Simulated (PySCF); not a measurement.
**[S4]-: relaxation and vibrations of the doublet**

Aim: relax [S4]- as a doublet from a trigonal pyramidal start, check by its vibrations whether the end is a minimum, and collect its spectrum and constants.

Computed with PySCF 2.14.0. Level: PBE0, basis S def2-SVPD, no relativity, density fitting.

## (1) Where the work starts

4 atoms, charge -1, spin multiplicity 2.

Bond lengths: S1–S2 1.880 Å, S1–S3 1.880 Å, S1–S4 1.880 Å. Angles: S2–S1–S3 99.8°, S2–S1–S4 99.8°, S3–S1–S4 99.8°.

Coordinates in bohr (charge -1 multiplicity 2):
```
S     0.0000    0.0000   -1.2509
S     3.1369   -0.0001    0.4170
S    -1.5684    2.7166    0.4170
S    -1.5685   -2.7166    0.4170
```

## (2) Trigonal pyramidal start, doublet: relaxation

One driver script runs all steps and calls PySCF; scf.py shows how it sets up the SCF of each step. The optimiser is the driver's own. Before each start the driver seeks the lowest SCF state from one or more starting densities and follows internal instabilities, so scf.py alone need not reach the same state.

The program finds C3v symmetry in the start, which this walk keeps. Threshold on the gradient: 0.0003 Eh/bohr, with a further test on the energy change.

Input file scf.py:

```python
from pyscf import gto, scf, dft
mol = gto.M(atom='''
S     -0.000003    -0.000002    -0.661950
S      1.659966    -0.000027     0.220642
S     -0.829958     1.437587     0.220650
S     -0.830006    -1.437558     0.220658''',
    basis={'S': 'def2-SVPD'},
    charge=-1, spin=1)
mf = dft.UKS(mol, xc='PBE0')
mf.grids.atom_grid = (50, 194)
aux = {'S': 'def2-universal-JKFIT'}
mf = mf.density_fit(auxbasis=aux)
mf.kernel()
```

The optimiser's trace:

```csv
step,energy (Eh),change (kJ/mol),largest symmetric gradient (Eh/bohr)
0,-1591.729519,0.00,0.09432
1,-1591.767310,-99.22,0.02304
2,-1591.772714,-113.41,0.00788
3,-1591.773654,-115.88,0.00062
4,-1591.773662,-115.90,0.00019
5,-1591.773662,-115.90,0.00007
```

The walk needed 42 s of wall time on 2 threads, shared host.

Geometry (Å) and forces (eV/Å) at some steps:

```
step 0
S    0.000   0.000  -0.662   0.005   0.000  -4.529
S    1.660   0.000   0.221   4.847   0.000   1.508
S   -0.830   1.438   0.221  -2.426   4.202   1.510
S   -0.830  -1.438   0.221  -2.426  -4.202   1.510
step 1
S    0.000   0.000  -0.705   0.004   0.000   0.034
S    1.767   0.000   0.235   1.183   0.000  -0.012
S   -0.883   1.530   0.235  -0.593   1.027  -0.011
S   -0.883  -1.530   0.235  -0.593  -1.027  -0.011
step 3
S    0.000   0.000  -0.623   0.000   0.000   0.032
S    1.862   0.000   0.208   0.027   0.000  -0.015
S   -0.931   1.613   0.208  -0.013   0.023  -0.009
S   -0.931  -1.613   0.208  -0.013  -0.023  -0.009
step 5
S    0.000   0.000  -0.619   0.000   0.000   0.004
S    1.866   0.000   0.206  -0.002   0.000  -0.005
S   -0.933   1.616   0.206   0.001  -0.002   0.001
S   -0.933  -1.616   0.206   0.001   0.002   0.001
```

It settles in C3v symmetry, 115.9 kJ/mol below the start, after 5 steps: S–S 2.040 Å (×3); S–S–S 104.7° (×3).

## (3) Vibrations and properties at this point

On the finer grid the gradient is checked again; gradients at displacements of ±0.01 bohr then give force constants and infrared intensities.

scf.py, as its differences from that of step 2:

```diff
@@ -3,4 +3,4 @@
-S     -0.000003    -0.000002    -0.661950
-S      1.659966    -0.000027     0.220642
-S     -0.829958     1.437587     0.220650
-S     -0.830006    -1.437558     0.220658''',
+S     -0.000003    -0.000002    -0.618955
+S      1.865435    -0.000031     0.206310
+S     -0.932689     1.615530     0.206318
+S     -0.932743    -1.615497     0.206327''',
@@ -10 +10 @@
-mf.grids.atom_grid = (50, 194)
+mf.grids.atom_grid = (75, 302)
```

This SCF starts from the last density.

Log of the central SCF (cycles and frontier levels):

```text
init E= -1591.77365187865
[... the frontier-level lines of each cycle are left out ...]
cycle= 1 E= -1591.77365187847  delta_E= 1.78e-10  |g|= 1.7e-05  |ddm|= 3.56e-05
cycle= 2 E= -1591.77365187727  delta_E= 1.21e-09  |g|= 4.29e-05  |ddm|= 8.87e-05
cycle= 3 E= -1591.77365187869  delta_E= -1.42e-09  |g|= 2.75e-06  |ddm|= 6.57e-05
cycle= 4 E= -1591.77365187869  delta_E= -3.64e-12  |g|= 4.84e-07  |ddm|= 3.56e-06
Extra cycle  E= -1591.77365187869  delta_E= 3.18e-12  |g|= 8.19e-07  |ddm|= 1.93e-06
converged SCF energy = -1591.77365187869  <S^2> = 0.76136202  2S+1 = 2.0113299
```

The whole step took 2.1 min.

Geometry: C3v; S–S 2.040 Å (×3); S–S–S 104.7° (×3).

Harmonic modes (main isotopes):

```
symmetry  ω (cm⁻¹)  IR (km/mol)  μ (u)
       e      108i         47.6  31.97
      a1       254          0.0  31.97
       e       459          3.8  31.97
      a1       502          0.8  31.97
```

With 2 modes imaginary (up to 108i cm⁻¹) this point is a saddle.

Properties at this point:

* Dipole moment about the centre of mass: 0.72 D
* Highest occupied level: -2.12 eV
* Lowest empty level: -0.21 eV
* Rotational constants: 0.09201, 0.09201, 0.05051 cm⁻¹
* Zero-point energy (real modes): 10.0 kJ/mol
* Principal polarisabilities: 79.6, 152.1, 152.1 bohr³
* Principal traceless quadrupole moments about the centre of mass: -3.49, -3.49, 6.97 D Å
* Spin squared ⟨S²⟩: 0.761

Charges (e) and bond orders:

```
  atom  Mulliken  Löwdin  polar tensor  spin (Mulliken)  Mayer order to S1
    S1     -0.04   -0.64         -0.36            -0.14                  –
S2,3,4     -0.32   -0.12         -0.21             0.38               1.22
```

Outer orbital energies (eV). α occupied: -7.38, -6.76, -3.91, -3.91, -2.60, -2.60, -2.60, -2.24; empty: 2.79, 3.32, 3.32, 4.23. β occupied: -7.18, -7.18, -6.72, -3.09, -3.09, -2.26, -2.26, -2.12; empty: -0.21, 2.87, 3.43, 3.43.

Mulliken populations on S1: s 5.58, p 9.96, d 0.50.

## (4) Following the imaginary mode

The start is the last point, displaced along its most imaginary mode.

The program finds C1 symmetry in the start. The walk stops when the largest gradient is under 0.0003 Eh/bohr and the energy has settled too.

scf.py, as its differences from that of step 3:

```diff
@@ -3,4 +3,4 @@
-S     -0.000003    -0.000002    -0.618955
-S      1.865435    -0.000031     0.206310
-S     -0.932689     1.615530     0.206318
-S     -0.932743    -1.615497     0.206327''',
+S     -0.129837     0.137405    -0.618955
+S      1.775205    -0.187118     0.244604
+S     -0.945014     1.755991     0.152075
+S     -0.700355    -1.706278     0.222276''',
@@ -10 +10 @@
-mf.grids.atom_grid = (75, 302)
+mf.grids.atom_grid = (50, 194)
```

The optimiser's trace:

```csv
step,energy (Eh),change (kJ/mol),largest gradient (Eh/bohr)
0,-1591.776986,0.00,0.01244
1,-1591.778274,-3.38,0.00393
2,-1591.778496,-3.97,0.00153
3,-1591.778512,-4.01,0.00070
4,-1591.778516,-4.02,0.00010
5,-1591.778516,-4.02,0.00004
```

The walk took 49 s.

End point (Cs, 5 steps, 4.0 kJ/mol gained): S–S 1.993 Å, S–S 2.088 Å (×2); S–S–S 84.7°, S–S–S 112.7° (×2).

## (5) Hessian and properties

The point was taken to the finer grid, but the Hessian ran out of time, so its nature is unknown.

## (6) What came out

| quantity | value |
| --- | --- |
| relaxations | 2 |
| converged | 2 |
| saddle points found | 1 |
| minima found | 0 |

What this shows: No minimum was confirmed: the time limit cut the work short. The C3v point found is a saddle, so the minimum has another shape. No equilibrium property of the molecule follows from this session.
